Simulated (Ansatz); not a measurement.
# BH₂OSi radical (SMILES [O]B=[SiH2]): single points off equilibrium

One table from this session's results is given with a row withheld; the runs are named, their logs left out.

Program: Ansatz 0.2.0, Gaussian basis. Level of theory: single points in def2-TZVPP. These are calculated values, not measurements.

Correlated methods freeze the cores. Orbitals are unrestricted.

## Where the work starts

SMILES `[O]B=[SiH2]`, 5 atoms, charge 0, spin multiplicity 2.

Atoms are counted from 1 here; the program's logs count them from 0.

Bond lengths: O1–B2 1.211 Å, B2–Si3 1.879 Å, Si3–H4 1.633 Å, Si3–H5 1.331 Å. Angles: O1–B2–Si3 165.8°, B2–Si3–H4 119.2°, B2–Si3–H5 120.7°, H4–Si3–H5 118.9°.

Coordinates:

```xyz
5
charge 0, multiplicity 2
O    -0.7272   -0.6851    2.1786
B    -0.2355   -0.3662    1.1189
Si    0.1112    0.3213   -0.5948
H    -0.1907   -0.6083   -1.9024
H     0.8275    1.4331   -0.7482
```

The first run:

run/in.yaml

```yaml
crystal:
  periodic: [false, false, false]
  atoms:
    - {symbol: O, position_ang: [-0.727200, -0.685100, 2.178600]}
    - {symbol: B, position_ang: [-0.235500, -0.366200, 1.118900]}
    - {symbol: Si, position_ang: [0.111200, 0.321300, -0.594800]}
    - {symbol: H, position_ang: [-0.190700, -0.608300, -1.902400]}
    - {symbol: H, position_ang: [0.827500, 1.433100, -0.748200]}
basis:
  gaussian: {orbitals: def2-TZVPP}
magnetization: {spin_polarized: true, initial_magnetization: 1}
correlation: {method: ccsd_t}
scf: {omitted_lower_state_checks: [cluster_reference]}
output: {forces: true}
```

The command line of these runs was not kept.

Among the steps run: CCSD(T)/def2-TZVPP; PBE0-D4/def2-TZVPP; wB97M-V/def2-TZVPP; r2SCAN-D4/def2-TZVPP; PBE-D4/def2-TZVPP; BLYP-D4/def2-TZVPP; revPBE-D4/def2-TZVPP.

One table of the session follows, with a row left open; its other results are not shown here.

| method | RMS force component (eV/Å) | angle to CCSD(T) forces (°) | dipole (D) |
| --- | --- | --- | --- |
| CCSD(T) | 1.695 | reference | 3.30 |
| PBE0-D4 | 1.734 | 10.1 | 3.53 |
| wB97M-V | 1.708 | 10.3 | 3.54 |
| r2SCAN-D4 | ? | ? | ? |
| PBE-D4 | 1.682 | 7.4 | 3.28 |
| BLYP-D4 | 1.644 | 6.7 | 3.30 |
| revPBE-D4 | 1.694 | 9.2 | 3.24 |

**Question.** Estimate the row for r2SCAN-D4.

The run gave: RMS force component (eV/Å): 1.687; angle to CCSD(T) forces (°): 5.1; dipole (D): 3.40. In the column «RMS force component (eV/Å)» it lies between PBE-D4 (1.682) and revPBE-D4 (1.694).
